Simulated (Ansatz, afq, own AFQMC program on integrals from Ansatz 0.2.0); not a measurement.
**AFQMC, coupled cluster and functionals along a coordinate of H₂O + O, triplet**

| atom | x (Å) | y (Å) | z (Å) |
| --- | --- | --- | --- |
| O | -1.2068 | -0.0275 | 0.0000 |
| H | -1.4562 | 0.8991 | 0.0000 |
| H | -0.2473 | -0.0275 | 0.0000 |
| O | 1.3142 | -0.0275 | 0.0000 |

A hydrogen atom is moved from one rigid fragment to the other; the O1–H3 distance tells how far. The two fragments are held close together, so this isn't a minimum-energy path and the start is a compressed complex. Energies in kJ/mol count from this geometry (0.960 Å) at the same level; the start stands on UHF, each point on the determinant named.

Basis cc-pVTZ. Only valence electrons are correlated. AFQMC by an in-house program on the Cholesky factors that Ansatz 0.2.0 writes for its CCSD(T) run. ph-AFQMC/CISD is guided by a CISD state made of CCSD amplitudes; releasing the constraint for a short imaginary time cuts its bias at the price of noise, slowly where states lie close. Error bars are statistical, one sigma.

Cautions, each for one point or more: higher spins were not checked; lower spins were not checked; strong correlation; the search met a lower determinant of the same kind, perhaps of another symmetry; unrestricted determinant slightly spin contaminated; unrestricted determinant spin contaminated.

| r(O1–H3) / Å | det. | T1 | weight | ⟨S²⟩ | CCSD(T) | ph-AFQMC/CISD | r2SCAN | PBE |
| --- | --- | --- | --- | --- | --- | --- | --- | --- |
| 1.123 | UHF¶ | 0.110 | 0.68 | 2.01 | 54.4 | 55.2 ± 1.4 | 24.0 | 11.1 |
| 1.204 | UHF | 0.025 | 0.88 | 2.07 | 83.7 | 85.5 ± 0.7 | 40.5 | 23.5 |
| 1.286 | UHF | 0.025 | 0.87 | 2.11 | 99.2 | 101.5 ± 0.7 | 48.5 | 30.9 |
| 1.368 | UHF | 0.024 | 0.88 | 2.06 | 93.7 | 95.0 ± 0.7 | 46.1 | 32.0 |
| 1.531 | UHF | 0.012 | 0.90 | 2.01 | 63.8 | 64.1 ± 0.7 | 36.0 | 35.5 |

Weight is that of the determinant in the CISD state; at the start T1 is 0.025 and the weight 0.89, and ⟨S²⟩ is 2.01. ¶ marks points with a poor determinant and no full CI, where no value is sure; they don't count among the departures. Largest departures from phaseless AFQMC with a CISD trial: CCSD(T) -2.3 kJ/mol at 1.286 (on UHF), r2SCAN -53.0 kJ/mol at 1.286, PBE -70.6 kJ/mol at 1.286. The walk's constraint bias lies outside its error bars, so these are departures and not errors. Functionals count only at points shown to share the start's state and spin.

Some points may be missing: those where a free walk finds a much lower state, and past Zn most of those on another determinant than at the start.

A walk keeps the symmetry of its determinant, which the program's search chose and which needn't be the lowest solution, so a lower state of the same spin and another symmetry isn't excluded.
